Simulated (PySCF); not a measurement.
SiH2, SMILES [SiH2] (connectivity only; charge and spin as stated), neutral, multiplicity 1.

The structure is a stationary point at r2SCAN-D4/def2-TZVPD. The isomer is the one that the SMILES or the coordinates give; other isomers of the formula were not compared.

Two levels are set side by side: TDDFT-PBE/def2-TZVPD (PySCF) and TDDFT-PBE0/def2-TZVPD (PySCF). Vertical, same geometry. The lowest singlet is HOMO→LUMO 101 % with PBE and HOMO→LUMO 101 % with the other functional; states are paired by order. Differences are taken from unrounded values.

| quantity | TDDFT-PBE |
|---|---|
| lowest singlet excitation (eV) | 2.31 |
| lowest triplet excitation (TDA) (eV) | 1.08 |
| first bright state (f over 0.05) (eV) | 5.94 |
| its oscillator strength | 0.18 |

Task: These are the TDDFT-PBE values. What does TDDFT-PBE0 give? (The exact figures need the calculation; the answer reports its results.)

Result: 
```tsv
quantity	TDDFT-PBE0	TDDFT-PBE minus TDDFT-PBE0
lowest singlet excitation (eV)	2.35	-0.04
lowest triplet excitation (TDA) (eV)	1.04	0.04
first bright state (f over 0.05) (eV)	6.23	-0.29
its oscillator strength	0.19	-0.02
```

Rough cost on one machine, each run with all the roots and properties that it gave: TDDFT-PBE0 against TDDFT-PBE within a factor of 2.
